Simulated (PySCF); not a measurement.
# Fluorine: a sound run and one with changed settings

Sound run: F [He] 2s2 2p5, F⁺ [He] 2s2 2p4. All numbers are calculated (PySCF 2.14, no relativity, point nucleus, in 6-31G* (3s2p1d, 14 functions)). The sound run starts from symmetry-adapted Hartree-Fock orbitals and uses a fine grid where one is needed.

Changed run: 14 angular points. This setting is unsound on purpose.

```csv
species,method,sound run (hartree),changed run (hartree),converged
F,UHF,-99.36341,-99.36341,yes
F,LDA,-99.04854,-99.04963,yes
F,PBE,-99.61260,-99.61202,yes
F⁺,UHF,-98.78846,-98.78846,yes
F⁺,LDA,-98.40197,-98.40108,yes
F⁺,PBE,-98.97713,-98.97664,yes
```

Ionisation energy of F:

```csv
method,sound run (eV),changed run (eV)
UHF,15.645,15.645
LDA,17.594,17.648
PBE,17.292,17.290
```

A coarse angular grid integrates products of high-l functions wrongly, so density functionals can shift, and the SCF can exploit the error; Hartree-Fock and MP2 need no grid.

For comparison, NIST gives 17.423 eV between the lowest levels.
